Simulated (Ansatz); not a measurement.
Breaking a bond: Li₂, singlet.

Levels: RKS-PBE = restricted PBE/cc-pVTZ (Ansatz, a program for electronic structure); UKS-PBE = unrestricted PBE/cc-pVTZ (Ansatz); RKS-B3LYP = restricted B3LYP/cc-pVTZ (Ansatz); FCI = full CI/cc-pVTZ, frozen core run with Ansatz.

Energies relative to the lowest point of each curve near equilibrium, in kcal/mol; the last columns give the error against full CI:

```json
[
 {"R / Å": "2.06", "RKS-PBE": "12.0", "UKS-PBE": "12.0", "RKS-B3LYP": "11.4", "FCI": "11.4", "RKS-PBE − FCI": "0.6", "UKS-PBE − FCI": "0.6", "RKS-B3LYP − FCI": "0.0"},
 {"R / Å": "2.20", "RKS-PBE": "6.7", "UKS-PBE": "6.7", "RKS-B3LYP": "6.3", "FCI": "6.3", "RKS-PBE − FCI": "0.4", "UKS-PBE − FCI": "0.4", "RKS-B3LYP − FCI": "-0.1"},
 {"R / Å": "2.34", "RKS-PBE": "3.2", "UKS-PBE": "3.2", "RKS-B3LYP": "2.9", "FCI": "2.9", "RKS-PBE − FCI": "0.3", "UKS-PBE − FCI": "0.3", "RKS-B3LYP − FCI": "-0.1"},
 {"R / Å": "2.44", "RKS-PBE": "1.6", "UKS-PBE": "1.6", "RKS-B3LYP": "1.4", "FCI": "1.4", "RKS-PBE − FCI": "0.2", "UKS-PBE − FCI": "0.2", "RKS-B3LYP − FCI": "0.0"},
 {"R / Å": "2.58", "RKS-PBE": "0.4", "UKS-PBE": "0.4", "RKS-B3LYP": "0.2", "FCI": "0.3", "RKS-PBE − FCI": "0.1", "UKS-PBE − FCI": "0.1", "RKS-B3LYP − FCI": "0.0"},
 {"R / Å": "2.64", "RKS-PBE": "0.1", "UKS-PBE": "0.1", "RKS-B3LYP": "0.0", "FCI": "0.0", "RKS-PBE − FCI": "0.1", "UKS-PBE − FCI": "0.1", "RKS-B3LYP − FCI": "0.0"},
 {"R / Å": "2.74", "RKS-PBE": "0.0", "UKS-PBE": "0.0", "RKS-B3LYP": "0.0", "FCI": "0.0", "RKS-PBE − FCI": "0.0", "UKS-PBE − FCI": "0.0", "RKS-B3LYP − FCI": "0.0"},
 {"R / Å": "2.87", "RKS-PBE": "0.3", "UKS-PBE": "0.3", "RKS-B3LYP": "0.4", "FCI": "0.4", "RKS-PBE − FCI": "-0.1", "UKS-PBE − FCI": "-0.1", "RKS-B3LYP − FCI": "0.0"},
 {"R / Å": "2.93", "RKS-PBE": "0.6", "UKS-PBE": "0.6", "RKS-B3LYP": "0.8", "FCI": "0.8", "RKS-PBE − FCI": "-0.2", "UKS-PBE − FCI": "-0.2", "RKS-B3LYP − FCI": "0.0"},
 {"R / Å": "2.96", "RKS-PBE": "0.8", "UKS-PBE": "0.8", "RKS-B3LYP": "1.0", "FCI": "1.0", "RKS-PBE − FCI": "-0.2", "UKS-PBE − FCI": "-0.2", "RKS-B3LYP − FCI": "0.0"},
 {"R / Å": "3.17", "RKS-PBE": "2.4", "UKS-PBE": "2.4", "RKS-B3LYP": "2.8", "FCI": "2.8", "RKS-PBE − FCI": "-0.4", "UKS-PBE − FCI": "-0.4", "RKS-B3LYP − FCI": "0.0"},
 {"R / Å": "3.43", "RKS-PBE": "5.0", "UKS-PBE": "5.0", "RKS-B3LYP": "5.7", "FCI": "5.7", "RKS-PBE − FCI": "-0.6", "UKS-PBE − FCI": "-0.6", "RKS-B3LYP − FCI": "0.0"},
 {"R / Å": "3.74", "RKS-PBE": "8.6", "UKS-PBE": "8.3", "RKS-B3LYP": "9.5", "FCI": "9.4", "RKS-PBE − FCI": "-0.7", "UKS-PBE − FCI": "-1.0", "RKS-B3LYP − FCI": "0.1"},
 {"R / Å": "4.09", "RKS-PBE": "12.7", "UKS-PBE": "11.7", "RKS-B3LYP": "13.8", "FCI": "13.3", "RKS-PBE − FCI": "-0.6", "UKS-PBE − FCI": "-1.6", "RKS-B3LYP − FCI": "0.5"},
 {"R / Å": "4.52", "RKS-PBE": "17.2", "UKS-PBE": "15.0", "RKS-B3LYP": "18.6", "FCI": "17.1", "RKS-PBE − FCI": "0.1", "UKS-PBE − FCI": "-2.2", "RKS-B3LYP − FCI": "1.4"},
 {"R / Å": "4.96", "RKS-PBE": "21.2", "UKS-PBE": "17.3", "RKS-B3LYP": "22.8", "FCI": "19.9", "RKS-PBE − FCI": "1.3", "UKS-PBE − FCI": "-2.6", "RKS-B3LYP − FCI": "2.9"},
 {"R / Å": "5.41", "RKS-PBE": "24.4", "UKS-PBE": "18.7", "RKS-B3LYP": "26.2", "FCI": "21.6", "RKS-PBE − FCI": "2.8", "UKS-PBE − FCI": "-2.9", "RKS-B3LYP − FCI": "4.6"},
 {"R / Å": "6.12", "RKS-PBE": "28.1", "UKS-PBE": "19.7", "RKS-B3LYP": "30.3", "FCI": "22.9", "RKS-PBE − FCI": "5.2", "UKS-PBE − FCI": "-3.2", "RKS-B3LYP − FCI": "7.4"},
 {"R / Å": "6.73", "RKS-PBE": "30.2", "UKS-PBE": "20.0", "RKS-B3LYP": "32.7", "FCI": "23.4", "RKS-PBE − FCI": "6.9", "UKS-PBE − FCI": "-3.3", "RKS-B3LYP − FCI": "9.3"},
 {"R / Å": "7.36", "RKS-PBE": "31.6", "UKS-PBE": "20.1", "RKS-B3LYP": "34.4", "FCI": "23.6", "RKS-PBE − FCI": "8.0", "UKS-PBE − FCI": "-3.4", "RKS-B3LYP − FCI": "10.8"},
 {"R / Å": "8.20", "RKS-PBE": "32.6", "UKS-PBE": "20.2", "RKS-B3LYP": "35.9", "FCI": "23.7", "RKS-PBE − FCI": "9.0", "UKS-PBE − FCI": "-3.5", "RKS-B3LYP − FCI": "12.2"}
]
```

RKS-PBE is furthest from FCI at 8.20 (9.0 kcal/mol, above); its mean absolute error over the points is 1.8 kcal/mol.

UKS-PBE is furthest from FCI at 8.20 (-3.5 kcal/mol, below); its mean absolute error over the points is 1.3 kcal/mol.

RKS-B3LYP is furthest from FCI at 8.20 (12.2 kcal/mol, above); its mean absolute error over the points is 2.4 kcal/mol.

The restricted form behind RKS-PBE, RKS-B3LYP keeps the bonding electrons paired and can't separate into open-shell fragments. The unrestricted determinant behind UKS-PBE is spin-contaminated at 3.43 to 8.20 Å (<S²> up to 1.0, against 0.00 for a pure singlet).
